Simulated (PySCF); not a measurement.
Molecule: CH3CH2CF(CH3)2, C₅H₁₁F.

Structure with atom numbers: `[CH3:1][CH2:2][C:3]([CH3:4])([CH3:5])[F:6]`; H(Xn) means a hydrogen on atom n.

Geometry PBE0-D3(BJ)/def2-SVP throughout; GIAO in PySCF, gas phase, one conformer, non-relativistic; equivalent atoms averaged; functional PBE0.

For orientation, IGLO-III gives these absolute shieldings σ: C3 88.4, C2 146.0, C4/C5 155.8, C1 174.9, F6 351.0, H(C4)/H(C5) 30.17, H(C2) 29.87, H(C1) 30.39 ppm.

A run gave: C3 169.0, C2 205.7, C4/C5 211.9, C1 217.3, F6 422.4, H(C4)/H(C5) 31.75, H(C2) 31.76, H(C1) 31.84 ppm (absolute shieldings σ).

Question: Which basis set was used in that run?
A. 6-31G*
B. def2-SVP
C. def2-TZVP
D. STO-3G

Answer: D. C3 tells them apart best: STO-3G gives 169.0, def2-TZVP gives 92.7, 6-31G* gives 107.8, def2-SVP gives 105.7 ppm.
